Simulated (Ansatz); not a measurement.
A nudged elastic band was laid between two geometries of CH5ClSi + H2 (10 atoms, charge 0, multiplicity 1).

Method: RKS CAM-B3LYP-D4/6-31G* in Ansatz 0.2.0.

```yaml
movable_images: 7
climbing_image: yes
spring: 5.0 eV/Å²
optimiser: quadratic models (default)
start_path: through a guess of the saddle point
force_threshold: 0.03 eV/Å
iteration_limit: 60
end_points: relaxed
```

Initial state:

```xyz
10
Properties=species:S:1:pos:R:3
Si 0.368 0.011 -0.005
Cl 0.457 -0.278 2.050
C 2.095 0.004 -0.708
H 2.595 -0.948 -0.513
H 2.061 0.155 -1.793
H 2.700 0.803 -0.273
H -0.310 1.307 -0.237
H -0.453 -1.086 -0.566
H -3.218 0.070 1.126
H -2.676 -0.037 1.627
```

Final state:

```xyz
10
Properties=species:S:1:pos:R:3
Si -0.368 0.172 -0.813
Cl 0.216 -0.485 3.280
C 1.448 0.005 -0.375
H 1.653 -0.956 0.104
H 2.071 0.074 -1.272
H 1.762 0.794 0.314
H -0.661 1.484 -1.441
H -0.811 -0.909 -1.728
H -1.207 0.077 0.419
H -0.483 -0.256 2.221
```

Problem. What changes between the two ends?

Solution. Bonds broken: Si1–Cl2, H9–H10. Bonds formed: Si1–H9, Cl2–H10. CH5ClSi + H2 becomes CH6Si + ClH.

Problem. What energy profile does the band end with?

Solution. It converged. The highest image is number 5 of 0 to 8, 269.2 kJ/mol above the first end and 192.1 kJ/mol above the last; the last end lies 77.1 kJ/mol above the first. A vibrational analysis at the climbing image gives 2 clearly imaginary modes (1072i, 187i cm⁻¹): a point of higher order, so a lower path passes nearby. The orbitals stay closed-shell, which can raise the energy where a bond breaks towards radicals; this wasn't checked here.

```
image  path coordinate (Å)  energy (kJ/mol)  Si1–Cl2 (Å)  H9–H10 (Å)  Si1–H9 (Å)
    0                 0.00              0.0         2.08        0.75        3.76
    1                 0.61              2.0         2.08        0.74        3.22
    2                 1.21             16.6         2.09        0.74        2.77
    3                 1.82             63.3         2.13        0.74        2.37
    4                 2.43            168.9         2.31        0.76        1.98
    5                 3.03            269.2         2.73        0.89        1.70
    6                 3.71            157.4         3.15        1.32        1.53
    7                 4.39             90.6         3.67        1.57        1.49
    8                 5.07             77.1         4.19        1.97        1.49
```

Problem. What is the geometry of the highest image?

Solution. 
```xyz
10
Properties=species:S:1:pos:R:3
Si -0.207 0.069 -0.268
Cl 0.295 -0.241 2.396
C 1.648 -0.003 -0.415
H 2.043 -0.958 -0.066
H 1.883 0.115 -1.482
H 2.126 0.800 0.148
H -0.696 1.401 -0.688
H -0.802 -1.047 -1.037
H -1.600 -0.025 0.702
H -1.072 -0.111 1.418
```

Time of the run: 3.7 min on 2 threads of Intel(R) Xeon(R) Platinum 8259CL CPU @ 2.50GHz (Skylake/Cascade Lake), with other jobs on the host, peak memory 0.17 GiB.
